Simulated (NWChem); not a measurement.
A series in which one site is exchanged, each optimised at PBE0/def2-SVP with NWChem, gas phase unless a solvent is named. For some, no frequency run checked for a minimum. def2 effective core potentials on Sn; no spin-orbit coupling.

A: CS[SiH3] (CH6SSi; site = Si)
B: S(C)C (C2H6S; site = C)
C: C[S][SnH3] (CH6SSn; site = Sn)
D: C[S][GeH3] (CH6GeS; site = Ge)

Values for A:

* **dipole (D), PBE0/def2-SVP**: 1.47
* **orbital gap (eV), PBE0/def2-SVP**: 7.38
* **vertical ionisation energy, ΔSCF, PBE/def2-SVP (eV)**: 8.97
* **static polarisability, PBE/def2-SVPD (bohr³)**: 66.0
* **lowest singlet excitation, PBE/def2-SVPD, TDA (eV)**: 5.06

### Question
How do these values change for the other members?

### Answer
| change from A | B | C | D |
|---|---|---|---|
| dipole (D), PBE0/def2-SVP | +0.08 | +0.12 | +0.01 |
| orbital gap (eV), PBE0/def2-SVP | +0.37 | -1.05 | -0.31 |
| vertical ionisation energy, ΔSCF, PBE/def2-SVP (eV) | -0.48 | -0.37 | -0.21 |
| static polarisability, PBE/def2-SVPD (bohr³) | -15.7 | +15.3 | +4.2 |
| lowest singlet excitation, PBE/def2-SVPD, TDA (eV) | 0.00 | -0.77 | -0.26 |
